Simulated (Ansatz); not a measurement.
Results of rVV10 in Ansatz (plane waves, PAW) for bcc V.

Settings: plane-wave cutoff 500 eV, 34×34×34 k mesh, Fermi–Dirac smearing 0.1 eV, no spin polarisation, scalar-relativistic PAW data made under PBE.

Computed at the level's own relaxed cell.

Task: Give the computed equilibrium volume per atom and equilibrium lattice constant a.

Result: 
equilibrium volume per atom: 13.63 Å³/atom
equilibrium lattice constant a: 3.009 Å

Measured, for comparison: equilibrium volume per atom 13.79 Å³/atom, lattice constant a 3.021 Å (static lattice: zero-point anharmonic expansion removed; as tabulated in Mejia-Rodriguez and Trickey (2018), arXiv:1807.09216). Computed (rounded) less measured: equilibrium volume per atom -1.2 %, lattice constant a -0.4 %.

Static lattice: no zero-point or thermal effects.

Ansatz is a program for electronic structure.
